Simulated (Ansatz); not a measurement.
**C₃H₈ (singlet): wave-function methods side by side, cc-pVTZ**

The task here is to estimate one member of a computed series from the others.

Program: Ansatz 0.2.0, Gaussian basis. Level of theory: cc-pVTZ, core rule «outside noble gas», up to 3 orbitals frozen. These are calculated values, not measurements.

The runs, in order: UHF; CCSD(T) on RHF; BCCD(T) on RHF.

18 further runs of the same task are left out: 1 that didn't finish, 17 set aside as unsound or not needed.

### The geometry

The geometry is an MP2(full)/6-31G* stationary point (not a proven minimum).

11 atoms, charge 0, spin multiplicity 1.

Atoms are counted from 1 here; the program's logs count them from 0.

Bond lengths: C1–C2 1.524 Å, C1–C3 1.524 Å, C1–H4 1.096 Å, C1–H5 1.096 Å, C2–H6 1.094 Å, C2–H8 1.094 Å, C2–H9 1.094 Å, C3–H7 1.094 Å, C3–H10 1.094 Å, C3–H11 1.094 Å. Angles: C2–C1–C3 112.4°, C2–C1–H4 109.5°, C2–C1–H5 109.5°, C3–C1–H4 109.5°, C3–C1–H5 109.5°, H4–C1–H5 106.3°, C1–C2–H6 111.5°, C1–C2–H8 110.8°, C1–C2–H9 110.8°, H6–C2–H8 107.9°, H6–C2–H9 107.9°, H8–C2–H9 107.7°, C1–C3–H7 111.5°, C1–C3–H10 110.8°, C1–C3–H11 110.8°, H7–C3–H10 107.9°, H7–C3–H11 107.9°, H10–C3–H11 107.7°.

The first run:

in.yaml reads:

```yaml
crystal:
  periodic: [false, false, false]
  atoms:
    - {symbol: C, position_ang: [0.000000, 0.000000, 0.578609]}
    - {symbol: C, position_ang: [0.000000, 1.266857, -0.269293]}
    - {symbol: C, position_ang: [0.000000, -1.266857, -0.269293]}
    - {symbol: H, position_ang: [-0.876898, 0.000000, 1.235606]}
    - {symbol: H, position_ang: [0.876898, 0.000000, 1.235606]}
    - {symbol: H, position_ang: [0.000000, 2.166150, 0.352959]}
    - {symbol: H, position_ang: [0.000000, -2.166150, 0.352959]}
    - {symbol: H, position_ang: [0.883619, 1.304234, -0.913512]}
    - {symbol: H, position_ang: [-0.883619, 1.304234, -0.913512]}
    - {symbol: H, position_ang: [-0.883619, -1.304234, -0.913512]}
    - {symbol: H, position_ang: [0.883619, -1.304234, -0.913512]}
basis:
  gaussian: {orbitals: cc-pVTZ}
magnetization: {spin_polarized: true, initial_magnetization: 0}
hamiltonian: {xc: hf}
output: {orbitals: {seedname: orbitals}}
```

Started as:

```console
> ansatz run in.yaml --threads 1 --pin off --events-out ev --progress --plain --max-ram 4096MiB --backend cpu
```

Among the steps run: UHF; CCSD(T) on RHF; BCCD(T) on RHF.

One table of the session follows, with a row left open; its other results are not shown here.

```
  method  from RCCSD(T) (meV)
     RHF             +16502.9
    RMP2              +1695.0
   RCCSD               +571.7
RCCSD(T)                    0
 BCCD(T)                    ?
```

Estimate the missing values for BCCD(T).

**Answer.** from RCCSD(T) (meV): -2.7. In the column «from RCCSD(T) (meV)» it is the lowest.

With the free atoms at the same levels and basis (separate runs), the atomisation energy is 42.811 eV at RCCSD(T), 33.589 eV at RHF.
